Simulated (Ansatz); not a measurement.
Basis-set extrapolation for C3H2O2 (`C#CC(=O)O`) (PBE0-D4/def2-TZVP geometry, frozen core, the Gaussian-basis code of Ansatz). Multiplicity 1, RHF reference.

```csv
,def2-TZVPP,def2-QZVPP
HF,-264.544846,-264.556170
MP2 correlation,-0.913281,-0.980272
CCSD(T) correlation,-0.962769,not run
```

Energies in hartree. Use E(X) = E(∞) + A·exp(−7.88·√X) for Hartree–Fock and E(X) = E(∞) + B·X^(−2.97) for correlation, with X = 3 and 4, and add CCSD(T) minus MP2 of the smaller set to the MP2 limit.

Q: What is the CCSD(T) energy at the basis-set limit?

A: HF limit: -264.556170 + (-0.011324) × 0.13774 = -264.55773. MP2 limit: -0.980272 + (-0.066991) × 0.74074 = -1.02989. Higher-order term: -0.962769 − (-0.913281) = -0.04949. Total: -265.63711 hartree, 3.52 eV below CCSD(T)/def2-TZVPP.
